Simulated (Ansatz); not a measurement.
Cartesian coordinates in Å:
```
F 0.725 -1.637 -0.319
C 0.707 -0.310 0.063
C -0.701 0.212 -0.091
Cl -0.743 1.919 0.399
H 1.400 0.245 -0.573
H 1.036 -0.243 1.103
H -1.394 -0.337 0.544
H -1.030 0.152 -1.127
```

Total charge 0; spin multiplicity 1.

Q: List the r2SCAN/def2-TZVPP orbital energies in eV (Ansatz 0.2.0). (Estimate.)

A: Computed: Occupied: -2753.52, -666.24, -275.49, -274.97, -254.88, -193.49, -193.24, -193.23, -31.78, -22.83, -19.36, -16.49, -13.30, -13.10, -12.13, -11.08, -10.80, -9.12, -8.62, -7.68, -7.64. Lowest empty: -0.28, 1.45, 1.86, 2.38, 2.80, 3.68, 4.02, 5.16.
